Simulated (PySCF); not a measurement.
First SCF of a structure search on singlet H₂CS, at a hand-made trigonal planar geometry. PySCF input:

```python
from pyscf import gto, scf, dft
mol = gto.M(atom='''
C     -1.095870    -0.000000     0.000000
S      0.514130    -0.000000     0.000000
H     -1.630870     0.926650     0.000000
H     -1.630830    -0.926620     0.000000''',
    basis={'C': 'def2-TZVP', 'S': 'def2-TZVP', 'H': 'def2-TZVP'},
    charge=0, spin=0)
mf = dft.RKS(mol, xc='B3LYP')
mf.grids.atom_grid = (50, 194)
aux = {'C': 'def2-universal-JKFIT', 'S': 'def2-universal-JKFIT', 'H': 'def2-universal-JKFIT'}
mf = mf.density_fit(auxbasis=aux)
mf.conv_tol = 1e-08
mf.diis_space = 10
mf.max_cycle = 60
mf.init_guess = 'minao'
mf.verbose = 4
mf.kernel()
```

Excerpt of the output (cycles and frontier levels):

```
init E= -437.593922458842
  HOMO = -0.263465983956678  LUMO = -0.154454369716902  gap/eV = 2.96636
cycle= 1 E= -437.497645950271  delta_E= 0.0963  |g|= 0.18  |ddm|= 1.53
  HOMO = -0.195269228000317  LUMO = -0.0823230036248646  gap/eV = 3.07342
cycle= 2 E= -437.487033370501  delta_E= 0.0106  |g|= 0.268  |ddm|= 0.478
  HOMO = -0.230613620867846  LUMO = -0.0936595974299408  gap/eV = 3.72671
cycle= 3 E= -437.507443960053  delta_E= -0.0204  |g|= 0.081  |ddm|= 0.276
  HOMO = -0.237244291887553  LUMO = -0.104024306810402  gap/eV = 3.62510
cycle= 4 E= -437.508971692244  delta_E= -0.00153  |g|= 0.0267  |ddm|= 0.0641
  HOMO = -0.236906252586426  LUMO = -0.101771170127989  gap/eV = 3.67721
cycle= 5 E= -437.509161945714  delta_E= -0.00019  |g|= 0.00158  |ddm|= 0.0192
  HOMO = -0.23676518594441  LUMO = -0.10159853171476  gap/eV = 3.67807
cycle= 6 E= -437.509162695085  delta_E= -7.49e-07  |g|= 0.00048  |ddm|= 0.00164
  HOMO = -0.236789742103298  LUMO = -0.101617292383402  gap/eV = 3.67823
cycle= 7 E= -437.50916276135  delta_E= -6.63e-08  |g|= 9.61e-05  |ddm|= 0.000592
  HOMO = -0.236789858853268  LUMO = -0.101613364022743  gap/eV = 3.67834
cycle= 8 E= -437.509162763566  delta_E= -2.22e-09  |g|= 1.44e-05  |ddm|= 7.96e-05
  HOMO = -0.236793102870063  LUMO = -0.101613422709757  gap/eV = 3.67843
Extra cycle  E= -437.509162763379  delta_E= 1.87e-10  |g|= 2.92e-05  |ddm|= 3.59e-05
converged SCF energy = -437.509162763379
```

No lower solution of this spin was found by a stability analysis within the restricted form, which does not test spin polarisation.

The search for the lowest solution, with the stability check, took 1.6 s on 2 threads of a shared Arm Neoverse V2 host, with 80 basis functions; the process peaked at 0.32 GiB.
